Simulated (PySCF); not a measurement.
# C4H2ClN: the cost of one run

Programs: PySCF 2.14.0, with density-fitted response routines of our own. Each step states its level of theory. These are calculated values for one molecule in the gas phase, unless marked as measured. Atoms count from 0, in the outputs and in this text.

### Step 1. The molecule as given

8 atoms, charge 0, multiplicity 1; geometry from: GFN2-xTB.

Bonds of the start (Å): N0–C1 1.15, C1–C2 1.42, C2–C3 1.53, C3–C4 1.30, C4–Cl5 1.67, C4–C2 1.51, C2–H6 1.09, C3–H7 1.06.

### Step 2. Excited states and response: wB97X-D/def2-SVPD

The job: settings as JSON, then the geometry in Å.

```
{"job": {"kind": "uv", "xc": "wB97X-D", "basis": "def2-SVPD", "nstates": 8, "ntriplets": 3}, "charge": 0, "multiplicity": 1}
N     -2.358867    -0.715858    -0.977337
C     -1.441821    -0.470813    -0.336962
C     -0.306027    -0.165024     0.466179
C      0.576035     1.026099     0.102720
C      1.070183    -0.144626    -0.161358
Cl     2.271428    -1.149699    -0.734256
H     -0.420677    -0.456311     1.508087
H      0.618804     2.085645     0.108361
```

Level: TDDFT wB97X-D/def2-SVPD, vertical, gas phase, core orbitals frozen in the response.

The run is started by

```bash
$ OMP_NUM_THREADS=1 python probes_run.py task.json out
```

The driver reads the jobs from task.json and runs them one after another.

**Question.** How long does this first job take on 1 thread of AMD EPYC, shared host, and how much memory does it need?

About 30 s, with a peak of 0.59 GiB.
